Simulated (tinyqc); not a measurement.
The basis set: RHF and MP2 along a ladder of basis sets, for H2O, spin multiplicity 1. Computed by the program tinyqc with PySCF. Same geometry throughout; the dipole is taken about the origin.

Geometry (angstrom):
```
atom       x        y       z
O     0.0000   0.0000  0.0000
H     0.0000   0.7250  0.5340
H     0.0000  -0.7250  0.5340
```

RHF and frozen-core MP2 in a ladder of bases:
```
basis        functions  E(RHF) (hartree)  E(MP2 corr) (hartree)  HOMO (eV)  LUMO (eV)  dipole (debye)
sto-3g               7         -74.94454               -0.03066    -10.725     17.946           1.776
3-21g               13         -75.57613               -0.11660    -13.097      7.660           2.376
6-31g               13         -75.97858               -0.12245    -13.710      5.910           2.556
6-31g**             24         -76.01874               -0.19016    -13.612      6.209           2.083
cc-pvdz             24         -76.02195               -0.19743    -13.522      5.313           1.958
aug-cc-pvdz         41         -76.03731               -0.21432    -13.984      0.994           1.908
cc-pvtz             58         -76.05389               -0.25727    -13.844      4.032           1.935
```

What does the comparison show, and why?

From cc-pVDZ to cc-pVTZ the RHF energy falls by 31.9 mhartree and the correlation energy by 59.8. If valence correlation converges as X^-3, (27 E(T) - 8 E(D))/19 gives -0.2825 hartree, a rough estimate from such small X that usually falls short; STO-3G holds about 11 % of it. Beyond STO-3G the LUMO moves by 6.7 eV and the HOMO by 0.9 eV; diffuse functions lower the positive LUMO sharply, since an unbound virtual level tracks the most diffuse function.
